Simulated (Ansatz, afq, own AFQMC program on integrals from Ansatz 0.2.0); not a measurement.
# Where AFQMC and coupled cluster stand for YClO, triplet

```yaml
atoms:
  - { symbol: Y, position_ang: [0.0000, -0.3073, -0.3107] }
  - { symbol: O, position_ang: [0.0000, 1.1630, -1.7425] }
  - { symbol: Cl, position_ang: [0.0000, 0.2458, 1.5655] }
```

Connectivity, by distances: O–Y–Cl.

Basis def2-SVP with its core potentials. Only valence electrons are correlated. AFQMC by an in-house program on the Cholesky factors that Ansatz 0.2.0 writes for its CCSD(T) run. The CISD trial takes its coefficients from CCSD amplitudes. Released means that phaseless walkers are propagated on without the constraint, phases kept. ± is one standard error of the sampling. No spin–orbit coupling. The metal's outer-core s and p shells are frozen, which shifts wave-function levels against functionals.

Determinant: UHF, the one that the program's search chose, which needn't be the lowest solution. The geometry is a point of a scan.

No full CI on the walks' own integrals is used here; CCSDT(Q) serves as the reference and is uncertain by about the last step of the cluster series.

Cautions: no spin-orbit coupling; outer-core shells of the metal frozen; lower spins were not checked; higher spins were not checked; the released energies have errors that jump between times, so the bars are unsure, so no released level is given (meV from the phaseless value at times in 1/Eh: -7 ± 5 at 0.24, -150 ± 140 at 0.60, -14 ± 7 at 1.20, 1 ± 10 at 1.80, -6 ± 11 at 2.60), though the last usable value meets CCSDT(Q) within the noise.

```
T1 diagnostic                               : 0.0256
weight of the determinant in the CISD state : 0.869
⟨S²⟩ of the determinant                     : 2.006
size of the correlated space                : 16 electrons in 53 orbitals
```

```json
{"level": "MP2", "correlation energy (eV)": "-8.7371"}
{"level": "CCSD", "correlation energy (eV)": "-9.3465"}
{"level": "CCSD(T)", "correlation energy (eV)": "-9.5794"}
```

**Question.** Estimate where phaseless AFQMC with a CISD trial lies against CCSD(T) on the same integrals.

**Answer.** 2.1 ± 0.4 kJ/mol below CCSD(T).

Reference: CCSDT(Q), correlation energy -9.622 eV.

```tsv
level	E − E(reference) (kJ/mol)	share of correlation (%)
CCSD(T)	4.1	99.55
CCSDT	2.0	99.79
ph-AFQMC/HF	7.3 ± 3.1	99.21
ph-AFQMC/CISD	2.0 ± 0.4	99.78
```

A walk keeps the symmetry of its determinant, which the program's search chose and which needn't be the lowest solution, so a lower state of the same spin and another symmetry isn't excluded.
